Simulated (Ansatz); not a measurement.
## Ansatz (development build ahead of 0.2.0) run

```yaml
crystal:
  periodic: [false, false, false]
  atoms:
    - { symbol: C, position_ang: [0.00989, 0.0436, -0.02238] }
    - { symbol: C, position_ang: [1.39727, -0.04642, 0.00738] }
    - { symbol: C, position_ang: [-0.72814, 1.20556, -0.04109] }
    - { symbol: C, position_ang: [-0.69919, -1.20615, 0.04568] }
    - { symbol: H, position_ang: [1.95764, -0.89067, -0.00802] }
    - { symbol: H, position_ang: [1.98673, 0.90692, -0.03918] }
    - { symbol: H, position_ang: [-1.75815, 1.27116, 0.00803] }
    - { symbol: H, position_ang: [-0.17762, 2.17817, 0.04997] }
    - { symbol: H, position_ang: [-1.8456, -1.25666, -0.01294] }
    - { symbol: H, position_ang: [-0.19112, -2.16287, -0.04499] }
basis:
  gaussian: { orbitals: "6-31G" }
magnetization:
  spin_polarized: true
  initial_magnetization: 2
hamiltonian:
  xc: hf
correlation:
  method: mp2
  frozen_orbitals: { C: 1, H: 0 }
```

The input is written out in the form of the current development build from the run's settings.

The run gave:

| Property | Result |
| --- | --- |
| Converged | yes |
| Reference energy | -154.83047 hartree |
| Correlation energy | -0.29442 hartree |
| Total energy | -155.12489 hartree |
| Spin squared of the determinant | 2.204 |

Caution: the unrestricted determinant is spin contaminated.
